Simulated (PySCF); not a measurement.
Molecule: `FP(F)P`, F2H2P2.

Numbering as in the mapped SMILES `[F:1][P:2]([F:3])[PH2:4]` (H(Xn): hydrogen on atom n).

Geometry PBE0-D3(BJ)/def2-SVP throughout; GIAO in PySCF 2.14, gas phase, one conformer, non-relativistic; equivalent atoms averaged; basis pcSseg-2.

Task: How do the absolute shieldings σ depend on the functional? (ppm; last column core-seconds on 1 thread of an Arm Neoverse V1, shared host; the GGAs took longer than the global hybrids here, which isn't the general rule, and the cause wasn't traced)

Result: 
| functional | kind | F1/F3 | P2 | P4 | H(P4) | core-s |
| --- | --- | --- | --- | --- | --- | --- |
| HF | Hartree–Fock | 320.6 | 78.2 | 494.5 | 29.06 | 5.4 |
| LDA | LDA | 230.6 | -93.9 | 430.9 | 27.85 | 11 |
| PBE | GGA | 238.7 | -47.5 | 447.1 | 28.42 | 13 |
| BLYP | GGA | 239.4 | -70.7 | 420.7 | 28.72 | 13 |
| BP86 | GGA | 241.7 | -51.1 | 442.0 | 28.49 | 13 |
| OPBE | GGA | 251.9 | 11.4 | 485.4 | 28.42 | 14 |
| KT2 | GGA | 241.1 | -3.4 | 473.2 | 28.44 | 14 |
| KT3 | GGA | 250.1 | 14.3 | 475.8 | 28.71 | 14 |
| B97-D | GGA | 252.5 | -28.8 | 444.2 | 28.70 | 13 |
| B3LYP | global hybrid | 260.5 | -44.2 | 436.0 | 28.72 | 9.2 |
| PBE0 | global hybrid | 265.5 | -14.5 | 464.9 | 28.51 | 9.3 |
| mPW1PW91 | global hybrid | 267.4 | -17.9 | 461.1 | 28.57 | 9.4 |

Task: Which nucleus moves most, in ppm?

Result: P2 (phosphorus bonded to 2 F, P): from -93.9 ppm with LDA to 78.2 ppm with HF. The smallest spread is 1.22 ppm, at H(P4).
